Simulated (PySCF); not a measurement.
Energies from PySCF, thermal terms from the rigid-rotor harmonic-oscillator model, ideal gas at 1 bar. The comparison is the NASA 1993 polynomial table, which mixes measured and estimated data. 6-31G* has spherical d functions here. All species are closed-shell singlets. The harmonic model lacks anharmonicity and excited electronic states, which grow with temperature; levels with a mode under 35 cm⁻¹ are left out. The table's entry may be an old estimate for AlH (not checked at source).

Harmonic frequencies at HF/6-31G* (cm⁻¹): 1769. Point group C∞v; S°(298 K) = 187.7 J/mol/K at this level.

Problem. Work out Cp and S° of gaseous AlH at 500, 800, 1200, 1600, 2000 K from these, and set them beside the table.

Solution. 
| T (K) | Cp HF/6-31G* | Cp table | S° HF/6-31G* | S° table |
|---|---|---|---|---|
| 500 | 30.4 | 31.0 | 203.1 | 203.4 |
| 800 | 32.9 | 33.8 | 217.9 | 218.6 |
| 1200 | 34.9 | 35.8 | 231.7 | 232.7 |
| 1600 | 35.9 | 37.1 | 241.9 | 243.2 |
| 2000 | 36.4 | 37.9 | 249.9 | 251.6 |
Units J/mol/K.
